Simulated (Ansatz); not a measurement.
# What a trial cell of ZnGe2 relaxes into

These are results of DFT PBE, scalar-relativistic, plane waves, PAW in Ansatz 0.2.0, not measurements. Cutoff 420 eV, Γ-centred k mesh, Gaussian smearing, no spin polarisation in the final step.

ZnGe2 was placed on the cubic Laves (C15) structure type (Fd-3m, No. 227), with Zn in place of Mg, Ge in place of Cu, at a guessed volume.

```xyz
6
Lattice="0.0000 3.6838 3.6838 3.6838 0.0000 3.6838 3.6838 3.6838 0.0000" Properties=species:S:1:pos:R:3 pbc="T T T"
Zn    0.0000    0.0000    0.0000
Zn    1.8419    1.8419    1.8419
Ge    4.6047    4.6047    4.6047
Ge    4.6047    2.7628    2.7628
Ge    2.7628    2.7628    4.6047
Ge    2.7628    4.6047    2.7628
```

Cell and atoms relax at zero pressure; the relaxation can't lower the symmetry of the start. After a coarse first stage the cell is made exact in the group found at 0.06 Å.

The zero of energy is the elements' standard structures at the same level; no fitted shifts are applied.

Question: Which crystal results?

Answer: It keeps Fd-3m (No. 227). The result has the cubic Laves (C15) structure. Conventional cell: a = 7.826 Å. Zn is coordinated by 12 Ge at 3.24 Å and 4 Zn at 3.39 Å; Ge is coordinated by 6 Ge at 2.77 Å and 6 Zn at 3.24 Å.

```xyz
6
Lattice="0.0000 3.9132 3.9132 3.9132 0.0000 3.9132 3.9132 3.9132 0.0000" Properties=species:S:1:pos:R:3 pbc="T T T"
Zn    0.0000    0.0000    0.0000
Zn    1.9566    1.9566    1.9566
Ge    4.8915    4.8915    4.8915
Ge    4.8915    2.9349    2.9349
Ge    2.9349    2.9349    4.8915
Ge    2.9349    4.8915    2.9349
```

Question: What are its volume, energy, density and gap?

Answer: The volume per atom is 19.97 Å³ and the density is 5.84 g/cm³. The energy over the elements is 0.40 eV/atom and the gap on the 8×8×8 mesh is 0 eV (a metal).

The final run used a 8×8×8 mesh on its 6-atom cell and 0.10 eV smearing. For metals, differences of a few meV/atom aren't resolved. Symmetry constrained the relaxation, so the result can be a saddle point.

Cost: 3 runs of about 0.94 core-minutes in all, on Arm Neoverse V1 (shared hosts).